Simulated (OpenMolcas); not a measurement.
How methods differ on AlSiH4Cl (SMILES [SiH3][AlH][Cl])

AlSiH4Cl: 7 atoms, total charge 0, spin state singlet. As SMILES, `[SiH3][AlH][Cl]`. Geometry: relaxed at PBE0-D4/def2-TZVP.

Each level gives the dipole moment (D). The values are calculated.

```tsv
level	kind	program	value (D)	CPU time
HF/aug-cc-pVDZ	Hartree–Fock	OpenMolcas	1.55	26 s
SVWN5/aug-cc-pVDZ	LDA	OpenMolcas	1.34	54 s
BLYP/aug-cc-pVDZ	GGA	OpenMolcas	1.28	73 s
revPBE/aug-cc-pVDZ	GGA	OpenMolcas	1.28	72 s
TPSS/aug-cc-pVDZ	meta-GGA	OpenMolcas	1.28	95 s
B3LYP/aug-cc-pVDZ	global hybrid	OpenMolcas	1.38	76 s
M06-2X/aug-cc-pVDZ	hybrid meta-GGA	OpenMolcas	1.44	88 s
PBE0/aug-cc-pVDZ	global hybrid	OpenMolcas	1.40	71 s
```

The values span 1.28 to 1.55 D. Magnitudes only. CPU times are rough (shared hosts, several kinds of processor): they show what a rung costs within a factor of a few.
